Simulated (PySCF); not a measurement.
# How far each method lies from full CI for AsH$_{2}$⁺, singlet

Geometry: that of the AsH2⁺, triplet, kept fixed.

```xyz
3

As    0.0000   -0.0191    0.0000
H     0.0000    0.7098   -1.3240
H     0.0000    0.7098    1.3240
```

Basis cc-pVDZ; PySCF 2.14.0. Correlated methods freeze the noble-gas cores and the filled d shells of p-block atoms, which leaves 6 electrons in 23 orbitals. R marks a restricted (for open shells ROHF) determinant, U an unrestricted one. No spin–orbit coupling is included, and no scalar relativity.

Full CI is exact within this basis and frozen core; it isn't the basis-set limit. The frozen core follows each run's orbitals, which can shift R against U totals by a few meV for light atoms and by up to 0.1 eV past Ca.

The UHF ⟨S²⟩ is 0.655. The T1 diagnostic (ROHF- or RHF-based CCSD) is 0.0126. The largest doubles amplitude (ROHF- or RHF-based CCSD) is 0.119.

```csv
level,E − E(RHF) (eV)
RMP2,-2.4043
RCCSD,-3.1510
RCCSD(T),-3.2126
```

(1) Estimate how far full CI in cc-pVDZ lies from RCCSD(T). The table doesn't fix it; the size of (T) and the diagnostics are the guide.

(1) Full CI in cc-pVDZ lies 20 meV below RCCSD(T), which is 32 % of the (T) step (-62 meV). RHF is unstable towards spin polarisation, and the rest is a large part of (T).

The other levels:

```csv
level,E − E(full CI) (meV),share of correlation (%),wall time
RCCSDT,4,99.88,–
RCCSDT(Q),1,99.98,1.9 s
```

The correlation energy at full CI, counted from RHF, is -3.232 eV. Full CI, over all symmetries tried, took 12 min on 1 thread of Arm Neoverse V1, shared host; the state has 786,897 determinants.

Run but not shown, since their state, orbitals or frozen core can't be matched to the reference's or they repeat it: UHF, UMP2, UCCSD, UCCSD(T), UCCSDT.

Times are those of the correlated step on a shared host, with one SCF added for the restricted CCSD run; they ran on 1 thread of Arm Neoverse V1.

The full-CI state has the irrep A1 of C2v, in the program's axes.

Natural occupations of full CI about the gap: 1.963 1.948 1.895 0.073 0.037 0.033 0.010 0.007 0.007 0.007; effectively unpaired electrons, Σ n²(2−n)², 0.09.
